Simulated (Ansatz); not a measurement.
**Pulling the pair apart**

The pair of H2O (SMILES O, atoms 1–3) and SiH4O (SMILES [SiH3]O, atoms 4–9), both closed shells, in one local arrangement (a lower one may exist), relaxed at PBE0-D4/def2-TZVP:

O1  (0.147, -0.049, -2.209)
H2  (-0.752, 0.034, -2.537)
H3  (0.429, -0.940, -2.428)
Si4  (-0.084, 0.056, 1.545)
O5  (0.696, 0.893, 0.377)
H6  (0.278, -1.392, 1.542)
H7  (0.310, 0.649, 2.846)
H8  (-1.568, 0.134, 1.404)
H9  (0.544, 0.615, -0.541)
(Å)

SiH4O is shifted rigidly along the line between the mean atom positions of the two fragments (negative: closer). Counterpoise interaction energies in kJ/mol. Computed with Ansatz 0.2.0 (basis: def2-TZVPPD); correlated methods freeze the cores.

| shift (Å) | r2SCAN-D4 | PBE0-D4 | HF |
| --- | --- | --- | --- |
| -0.18 | -24.8 | -24.7 | -10.4 |
| -0.09 | -27.3 | -27.2 | -15.1 |
| 0.00 | -28.1 | -28.0 | -17.7 |
| 0.09 | -27.7 | -27.6 | -19.0 |
| 0.22 | -26.1 | -26.0 | -19.2 |
| 0.46 | -21.7 | -21.7 | -17.2 |
| 0.92 | -13.6 | -13.8 | -11.7 |
| 1.84 | -5.4 | -5.5 | -5.1 |

**Question.** What does CCSD(T) give at these shifts? (An estimate is asked for; the value comes from the calculation.)

**Answer.** By the calculation: -19.4, -22.8, -24.3, -24.5, -23.6, -20.1, -13.0, -5.3 kJ/mol. For zero shift, CCSD(T) at an estimated basis limit (MP2 extrapolated from triple and quadruple zeta, plus CCSD(T) − MP2 in triple zeta) gives -26.2 kJ/mol. These are counterpoise interaction energies, counted from the two frozen fragments.

No T1 diagnostic of these runs exceeds 0.011.

For scale, one of the runs: CCSD(T)/def2-TZVPPD, 230 basis functions, launched by `ansatz run in.yaml --threads 4 --pin off --events-out ev --progress --plain --max-ram 9574MiB`. Time: 51 s of wall clock on 4 CPU threads of an Arm Neoverse V1; the host was shared. Peak host memory: 3.9 GiB.
